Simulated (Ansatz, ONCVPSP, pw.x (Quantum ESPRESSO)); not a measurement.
## pw.x on fcc W: one setting changed

Potential: optimised norm-conserving Vanderbilt (ONCV), ONCVPSP 4.0.1.1 (patched build), LDA (Perdew-Wang 92); core [Kr] 4d10 4f14 5s2, reference 5p6 5d4 6s2; waves: 6s: rc 2.70 bohr, ncon 4, nbas 7, qcut 2.1 1/bohr, 2 projectors, debl 0.9 Ha; 5p: rc 1.62 bohr, ncon 3, nbas 6, qcut 5.8 1/bohr, 3 projectors, debl 2.9 Ha; 5d: rc 1.70 bohr, ncon 3, nbas 7, qcut 6.2 1/bohr, 2 projectors, debl 1.9 Ha; local part: polynomial inside 1.62 bohr (lpopt 5, dvloc0 6 Ha); core correction: Teter function fitted to the true core (icmod 2), fcfact 0.75.

The reference run (k-mesh 14³, cutoffs 60/240 Ry, Fermi–Dirac 0.01 Ry, mixing_beta 0.4, conv_thr 1e-9, no spin) gives -2.16 GPa at 15.687 Å³/atom, where all-electron LAPW gives 0.24 GPa. This run, with its own iteration cap, changes nspin = 2 with starting_magnetization to 0.2.

```
&control
  calculation='scf', prefix='x', pseudo_dir='./', outdir='./tmp', tstress=.true., disk_io='none'
/
&system
  ibrav=0, nat=1, ntyp=1, ecutwfc=60, ecutrho=240, nbnd=14,
  occupations='smearing', smearing='fd', degauss=0.01, nspin=2, starting_magnetization(1)=0.2
/
&electrons
  conv_thr=1e-09, mixing_beta=0.4, electron_maxstep=50
/
ATOMIC_SPECIES
W 1.0 W.UPF
CELL_PARAMETERS angstrom
  0.00000000 1.98687235 1.98687235
  1.98687235 0.00000000 1.98687235
  1.98687235 1.98687235 0.00000000
ATOMIC_POSITIONS crystal
W 0.0000 0.0000 0.0000
K_POINTS automatic
14 14 14 0 0 0
```

```bash
pw.x < W.scf.in > W.scf.out
```

Q: How does the run end?

A: It converges in 8 iterations; the free energy moves by +0.0 meV/atom and the pressure by -0.01 GPa. The result is that of the reference run.

```
Message from routine setup:
     using ibrav=0 with symmetry is DISCOURAGED, use correct ibrav instead
     lattice parameter (alat)  =       5.3099  a.u.
     unit-cell volume          =     105.8611 (a.u.)^3
     number of electrons       =        12.00
     number of Kohn-Sham states=           14
     kinetic-energy cutoff     =      60.0000  Ry
     charge density cutoff     =     240.0000  Ry
     scf convergence threshold =      1.0E-09
     Exchange-correlation= SLA  PW   NOGX NOGC
     atomic species   magnetization
     number of k points=   104  Fermi-Dirac smearing, width (Ry)=  0.0100
     iteration #  1     ecut=    60.00 Ry     beta= 0.40
     total energy              =    -111.77976068 Ry
     estimated scf accuracy    <       0.05666262 Ry
     total magnetization       =     0.61 Bohr mag/cell
     absolute magnetization    =     0.61 Bohr mag/cell
     iteration #  2     ecut=    60.00 Ry     beta= 0.40
     total energy              =    -111.79386535 Ry
     estimated scf accuracy    <       0.01671706 Ry
     total magnetization       =     0.47 Bohr mag/cell
     absolute magnetization    =     0.47 Bohr mag/cell
     iteration #  3     ecut=    60.00 Ry     beta= 0.40
     total energy              =    -111.79914233 Ry
     estimated scf accuracy    <       0.00185419 Ry
     total magnetization       =     0.23 Bohr mag/cell
     absolute magnetization    =     0.23 Bohr mag/cell
     [... 2 iterations left out ...]
     iteration #  6     ecut=    60.00 Ry     beta= 0.40
     total energy              =    -111.80047920 Ry
     estimated scf accuracy    <       0.00000330 Ry
     total magnetization       =    -0.01 Bohr mag/cell
     absolute magnetization    =     0.01 Bohr mag/cell
     iteration #  7     ecut=    60.00 Ry     beta= 0.40
     total energy              =    -111.80048028 Ry
     estimated scf accuracy    <       0.00000009 Ry
     total magnetization       =    -0.00 Bohr mag/cell
     absolute magnetization    =     0.00 Bohr mag/cell
     iteration #  8     ecut=    60.00 Ry     beta= 0.40
     the Fermi energy is    20.5862 ev
!    total energy              =    -111.80048030 Ry
     estimated scf accuracy    <          8.5E-10 Ry
     smearing contrib. (-TS)   =      -0.00504047 Ry
     The total energy is F=E-TS. E is the sum of the following terms:
     one-electron contribution =       1.38322767 Ry
     hartree contribution      =       8.69870245 Ry
     xc contribution           =     -33.95691254 Ry
     ewald contribution        =     -87.92045740 Ry
     total magnetization       =    -0.00 Bohr mag/cell
     absolute magnetization    =     0.00 Bohr mag/cell
     convergence has been achieved in   8 iterations
          total   stress  (Ry/bohr**3)                   (kbar)     P=      -21.66
     Message from routine punch:
     Nothing written, as per user request (disk_io='none')
```

The run took about 61 s on one core of a shared host (Neoverse-N1, 64 threads, 124 GiB, load 54).
